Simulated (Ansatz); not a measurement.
**PN (triplet): from Hartree-Fock to the top rungs, def2-QZVPP**

An exercise on one series of results from a longer session: the logs are not shown, and one member is left open.

Computed with Ansatz 0.2.0, Gaussian basis. Level: def2-QZVPP, core rule «outside noble gas», up to 6 orbitals frozen.

To be run: UHF; ROHF; CCSD(T) on UHF.

2 further runs of the same task are left out: 2 set aside as unsound or not needed.

## The system

The geometry is a PBE0/def2-TZVP stationary point (not a proven minimum) of the parent state, kept for this charge and spin.

2 atoms, charge 0, spin multiplicity 3.

Atoms are counted from 1 here; the program's logs count them from 0.

Bond lengths: N1–P2 1.479 Å.

The first run:

The input, in.yaml:

```yaml
crystal:
  periodic: [false, false, false]
  atoms:
    - {symbol: N, position_ang: [0.000000, 0.000000, 0.000000]}
    - {symbol: P, position_ang: [0.000000, 0.000000, 1.479400]}
basis:
  gaussian: {orbitals: "def2-QZVPP.json"}
magnetization: {spin_polarized: true, initial_magnetization: 2}
hamiltonian: {xc: hf}
output: {orbitals: {seedname: orbitals}}
```

The run is started by

```sh
$ ansatz run in.yaml --threads 1 --pin off --events-out ev --progress --plain --max-ram 2393MiB
```

Among the steps run: UHF; ROHF; CCSD(T) on UHF.

One of the session's tables, all rows but one given; the rest of the session is left out.

It belongs to the step «Misses and costs». 

| method | from UCCSD(T) (kJ/mol) |
| --- | --- |
| ROHF | +877.3 |
| UHF | +844.9 |
| UMP2 | ? |
| UCCSD | +42.7 |
| UCCSD(T) | 0 |

Estimate the missing values for UMP2.

As computed: from UCCSD(T) (kJ/mol): +126.9. In the column «from UCCSD(T) (kJ/mol)» it lies between UCCSD (+42.7) and UHF (+844.9).
